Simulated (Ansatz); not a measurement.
C₄H₉F, SMILES `CCC(C)F` from Hartree–Fock to CCSD(T)

| atom | x (Å) | y (Å) | z (Å) |
| --- | --- | --- | --- |
| C1 | 0.6415 | -0.6676 | 1.3811 |
| C2 | -0.1382 | -0.9843 | 0.1161 |
| C3 | -0.8084 | 0.2272 | -0.4952 |
| C4 | 0.1394 | 1.2710 | -1.0291 |
| F5 | -1.6068 | -0.2124 | -1.5520 |
| H6 | 1.0381 | -1.5800 | 1.8300 |
| H7 | 0.0066 | -0.1823 | 2.1280 |
| H8 | 1.4877 | -0.0060 | 1.1833 |
| H9 | 0.5182 | -1.4338 | -0.6365 |
| H10 | -0.9192 | -1.7189 | 0.3331 |
| H11 | -1.4919 | 0.6779 | 0.2360 |
| H12 | 0.8273 | 0.8267 | -1.7526 |
| H13 | 0.7232 | 1.7135 | -0.2197 |
| H14 | -0.4175 | 2.0691 | -1.5224 |

Total charge 0; spin multiplicity 1. All single points use the PBE0-D4/def2-TZVP geometry. It is one conformer, not always the lowest. Frozen core, restricted reference, Ansatz 0.2.0. CBS rows extrapolate triple and quadruple zeta; past MP2 they add the triple-zeta difference.

| basis | HF (Eh) | MP2 corr. | CCSD corr. | (T) | CCSD(T) total |
| --- | --- | --- | --- | --- | --- |
| def2-TZVPP | -256.26036 | -0.95311 | ? | -0.03559 | ? |
| def2-QZVPP | -256.27221 | -1.02174 | – | – | – |
| CBS(def2) | ? | ? | ? | as TZ | ? |

Question: Fill in the withheld values. (An estimate is asked.)

Answer: Computed: def2-TZVPP CCSD corr.: -1.00084; def2-TZVPP CCSD(T) total: -257.29679; CBS(def2) HF (Eh): -256.27384; CBS(def2) MP2 corr.: -1.07258; CBS(def2) CCSD corr.: -1.12031; CBS(def2) CCSD(T) total: -257.42974.
